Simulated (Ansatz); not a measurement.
```yaml
crystal:
  periodic: [false, false, false]
  atoms:
    - {symbol: Co, position_ang: [0.000000, 0.000000, 0.000000]}
    - {symbol: S, position_ang: [0.000000, 0.000000, 2.310000]}
basis:
  gaussian: {orbitals: def2-TZVP}
magnetization: {spin_polarized: true, initial_magnetization: 1}
hamiltonian: {xc: pbe0}
relax: {f_tol: 0.004, max_steps: 80}
```

```sh
$ ansatz run in.yaml --threads 1 --pin off --events-out ev --progress --plain --max-ram 2176MiB
```

Steps of the relaxation (energy above the last step; positions in Å, forces in eV/Å):

```
2
step 1, 265.6 meV
Co    0.000    0.000    0.000    0.000    0.000    1.757
S     0.000    0.000    2.310    0.000    0.000   -1.757
```

```
2
step 2, 66.6 meV
Co    0.000    0.000    0.068    0.000    0.000    1.068
S     0.000    0.000    2.242    0.000    0.000   -1.068
```

```
2
step 3, 25.7 meV
Co    0.000    0.000    0.157    0.000    0.000   -0.872
S     0.000    0.000    2.153    0.000    0.000    0.872
```

```
2
step 5, 0.0 meV
Co    0.000    0.000    0.126    0.000    0.000   -0.003
S     0.000    0.000    2.184    0.000    0.000    0.003
```

Close pairs at the end: Co1–S2 2.058 Å.

A stationary point of unrestricted PBE0 after 5 steps, with ⟨S²⟩ = 1.767 against 0.75 for a pure state. 2.1 min on 1 thread of Intel Xeon 6975P-C, shared host.
